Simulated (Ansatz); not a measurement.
We consider bcc Li, described by LDA (Ansatz, a first-principles code, plane waves, PAW).

A relaxed, unreconstructed slab of the (211) face has 12 atoms, two equal faces of 13.862 Å² each and an energy of -2418.6411 eV. A bulk cell of 6 atoms with the same orientation and in-plane k mesh has -1209.8414 eV. Energies are extrapolated to zero smearing.

Settings: plane-wave cutoff 500 eV, 12×18×1 k mesh (along the axes of the cell as run), Fermi–Dirac smearing 0.1 eV, scalar-relativistic PAW data made under PBE.

Worked out: γ = (E_slab − N E_bulk per atom)/2A = [-2418.6411 − 12 × (-1209.8414/6)]/(2 × 13.862) = 0.0376 eV/Å². With 16.022 J/m² per eV/Å² this is 0.60 J/m², or 0.52 eV per surface cell and face.
